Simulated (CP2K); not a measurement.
**AlH (SMILES [AlH]) at GFN1-xTB**

What is the vertical ionisation energy of AlH at GFN1-xTB? 

Program for the calculation: CP2K 2026.2.

1 further run of the same task is left out (set aside as unsound or not needed).

**1. The molecule**

AlH: 2 atoms, total charge 0, spin state singlet. SMILES: `[AlH]`. The coordinates come from a PBE0-D4/def2-TZVP relaxation.

Bond lengths: Al1–H2 1.665 Å.

**2. The energy at GFN1-xTB**

molecule.xyz

```xyz
2

Al     0.000000     0.000000    -0.025640
H      0.000000     0.000000     1.639110
```

run.inp

```
&GLOBAL
   PROJECT_NAME run
   RUN_TYPE ENERGY
   PRINT_LEVEL MEDIUM
&END GLOBAL

&FORCE_EVAL
   METHOD QS
   &DFT
      CHARGE 0
      MULTIPLICITY 1
      &QS
         METHOD XTB
         EPS_DEFAULT 1.0E-10
         &XTB
            GFN_TYPE 1
            CHECK_ATOMIC_CHARGES F
         &END XTB
      &END QS
      &POISSON
         PERIODIC NONE
         POISSON_SOLVER ANALYTIC
      &END POISSON
      &SCF
         SCF_GUESS ATOMIC
         EPS_SCF 1.0E-06
         MAX_SCF 80
         ADDED_MOS 8
         &DIAGONALIZATION
            ALGORITHM STANDARD
         &END DIAGONALIZATION
         &MIXING
            METHOD BROYDEN_MIXING
            ALPHA 0.2
            NBUFFER 8
         &END MIXING
      &END SCF
      &PRINT
         &MOMENTS
            PERIODIC F
            REFERENCE COM
            MAX_MOMENT 1
         &END MOMENTS
         &MO ON
            ENERGIES T
            OCCUPATION_NUMBERS T
            NDIGITS 6
            &EACH
               QS_SCF 0
            &END EACH
            ADD_LAST NUMERIC
         &END MO
         &HIRSHFELD OFF
         &END HIRSHFELD
      &END PRINT
   &END DFT
   &SUBSYS
      &CELL
         ABC [angstrom] 16 16 17.7
         PERIODIC NONE
      &END CELL
      &TOPOLOGY
         COORD_FILE_NAME molecule.xyz
         COORD_FILE_FORMAT XYZ
         &CENTER_COORDINATES
         &END CENTER_COORDINATES
      &END TOPOLOGY
   &END SUBSYS
&END FORCE_EVAL
```

Started as:

```sh
$ OMP_NUM_THREADS=1 cp2k.psmp -i run.inp > run.out 2>&1
```

Output:

```text
CP2K| version string:                                       CP2K version 2026.2
[...]
 GLOBAL| Method name                                                        CP2K
[...]
 GLOBAL| Run type                                                         ENERGY
[...]
                             - Atoms:                                          2
[...]
                             - Spherical basis functions:                     11
[...]
 Number of electrons:                                                          4
[...]
     1 NoMix/Diag. 0.20E+00    0.0     0.31669269        -1.7760251455 -1.78E+00
[...]
    11 Broy./Diag. 0.20E+00    0.0     8.8147E-09        -1.7869072161  3.37E-07
  *** SCF run converged in    11 steps ***
[...]
 TB_DIPOLE| Moment [Debye]          0.00000000       0.00000000      -2.31588535
 TB_DIPOLE| Derivative [a.u.]       0.00000000       0.00000000       0.00000000
[...]
 ENERGY| Total FORCE_EVAL ( QS ) energy [hartree]             -1.786907216086503
[...]
```

Run time: 0.26 s. Hardware: 1 thread of Arm Neoverse V2, shared host.

**3. The doublet cation, same level**

molecule.xyz is that of step 2.

molecule.inp

```
&FORCE_EVAL
 METHOD Quickstep
 &DFT
  CHARGE 1
  MULTIPLICITY 2
  LSD T
  ! Quickstep
  &QS
   METHOD XTB
   EPS_DEFAULT 1.0E-10
   &XTB
    GFN_TYPE 1
    CHECK_ATOMIC_CHARGES F
   &END XTB
  &END QS
  &POISSON
   PERIODIC NONE
   POISSON_SOLVER ANALYTIC
  &END POISSON
  &SCF
   SCF_GUESS ATOMIC
   EPS_SCF 1.0E-06
   MAX_SCF 80
   ADDED_MOS 8
   &DIAGONALIZATION
    ALGORITHM STANDARD
   &END DIAGONALIZATION
   &MIXING
    METHOD BROYDEN_MIXING
    ALPHA 0.2
    NBUFFER 8
   &END MIXING
  &END SCF
  ! extra output
  &PRINT
   &MOMENTS
    PERIODIC F
    REFERENCE COM
    MAX_MOMENT 1
   &END MOMENTS
   &MO ON
    ENERGIES T
    OCCUPATION_NUMBERS T
    NDIGITS 6
    &EACH
     QS_SCF 0
    &END EACH
    ADD_LAST NUMERIC
   &END MO
   &HIRSHFELD OFF
   &END HIRSHFELD
  &END PRINT
 &END DFT
 &SUBSYS
  ! vacuum box
  &CELL
   ABC [angstrom] 16 16 17.7
   PERIODIC NONE
  &END CELL
  &TOPOLOGY
   COORD_FILE_NAME molecule.xyz
   COORD_FILE_FORMAT XYZ
   &CENTER_COORDINATES
   &END CENTER_COORDINATES
  &END TOPOLOGY
 &END SUBSYS
&END FORCE_EVAL
&GLOBAL
 PROJECT_NAME molecule
 RUN_TYPE ENERGY
 PRINT_LEVEL MEDIUM
&END GLOBAL
```

Started as:

```sh
$ OMP_NUM_THREADS=1 cp2k.psmp -i molecule.inp > molecule.out 2>&1
```

Output:

```text
CP2K| version string:                                       CP2K version 2026.2
[...]
 GLOBAL| Method name                                                        CP2K
[...]
 GLOBAL| Run type                                                         ENERGY
[...]
                             - Atoms:                                          2
[...]
                             - Spherical basis functions:                     11
[...]
 Number of electrons:                                                          2
[...]
     1 NoMix/Diag. 0.20E+00    0.0     0.39667597        -1.2422915035 -1.24E+00
[...]
    13 Broy./Diag. 0.20E+00    0.0     0.00000014        -1.2585165870 -3.38E-06
  *** SCF run converged in    13 steps ***
[...]
 TB_DIPOLE| Moment [Debye]          0.00000000       0.00000000       0.84758703
 TB_DIPOLE| Derivative [a.u.]       0.00000000       0.00000000       0.00000000
[...]
 ENERGY| Total FORCE_EVAL ( QS ) energy [hartree]             -1.258516587017487
[...]
```

Run time: 0.26 s. Hardware: 1 thread of Arm Neoverse V2, shared host.

**4. What came out**

Level: GFN1-xTB.

| quantity | value |
| --- | --- |
| singlet AlH: total energy | -1.78691 Eh |
| singlet AlH: dipole moment (from atomic charges alone) | 2.32 D |
| singlet AlH: HOMO energy | -10.17 eV |
| singlet AlH: LUMO energy | -3.80 eV |
| singlet AlH: HOMO–LUMO gap | 6.37 eV |
| singlet AlH: dispersion energy | -0.43 kJ/mol |
| doublet cation: total energy | -1.25852 Eh |
| doublet cation: HOMO energy (highest over α and β) | -18.77 eV |
| doublet cation: LUMO energy (lowest over α and β) | -18.77 eV |
| doublet cation: dispersion energy | -0.43 kJ/mol |
| vertical ionisation energy (to the doublet cation) | 14.378 eV |

In words: Removing an electron at fixed nuclei costs 14.38 eV (332 kcal/mol). No empirical shift is applied, and without it xTB methods put this difference several eV too high. The dipole (singlet AlH) comes from point charges on the atoms alone, without atomic dipoles, so it is partial.
